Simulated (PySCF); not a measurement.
Molecule: `C(CC)C(=O)Cl`, C4H7ClO.

Structure with atom numbers: `[CH3:1][CH2:2][CH2:3][C:4](=[O:5])[Cl:6]`. Each H is labelled by its parent atom.

Geometry PBE0-D3(BJ)/def2-SVP throughout; GIAO in PySCF 2.14, gas phase, one conformer, non-relativistic; equivalent atoms averaged; functional PBE0.

(1) How do the shifts δ (against TMS, H2O, HCl at the same level) depend on the basis set? (ppm; last column core-seconds on 1 thread of an Arm Neoverse V1, shared host)

(2) Which nucleus moves most, in ppm?

(3) Taking the largest basis, def2-TZVP (234 functions), as the yardstick, rank the others by their worst heavy-atom deviation.

Results:

(1) 
| basis set | functions | C4 | C3 | C2 | C1 | O5 | Cl6 | H(C3) | H(C2) | H(C1) | core-s |
| --- | --- | --- | --- | --- | --- | --- | --- | --- | --- | --- | --- |
| STO-3G | 41 | 120.1 | 38.6 | 24.5 | 19.8 | 476.6 | 232.6 | 2.32 | 1.31 | 0.88 | 3.2 |
| 6-31G | 72 | 174.9 | 49.9 | 19.1 | 14.5 | 563.2 | 424.8 | 2.79 | 1.68 | 1.00 | 6.2 |
| 6-31G* | 102 | 169.3 | 48.0 | 19.0 | 14.0 | 521.9 | 397.6 | 2.59 | 1.60 | 0.87 | 8.4 |
| def2-SVP | 123 | 176.2 | 47.9 | 19.0 | 13.9 | 546.3 | 416.7 | 2.51 | 1.32 | 0.75 | 9.4 |
| 6-311+G(2d,p) | 212 | 181.9 | 51.4 | 20.7 | 13.5 | 557.7 | 457.4 | 2.86 | 1.61 | 0.86 | 22 |
| def2-TZVP | 234 | 184.2 | 52.4 | 21.4 | 14.4 | 569.4 | 467.3 | 2.86 | 1.62 | 0.87 | 28 |

(2) Cl6 (chlorine bonded to C): from 232.6 ppm with STO-3G to 467.3 ppm with def2-TZVP. The smallest spread is 0.24 ppm, at H(C1). Proton shifts span only some 12 ppm, so a few tenths of a ppm matter as much there as several ppm in carbon.

(3) 6-311+G(2d,p) 11.7 ppm (212 functions), 6-31G 42.5 ppm (72 functions), def2-SVP 50.6 ppm (123 functions), 6-31G* 69.7 ppm (102 functions), STO-3G 234.7 ppm (41 functions).

A small basis that lands close on one nucleus may do so by chance; judge by the trend and by all nuclei.
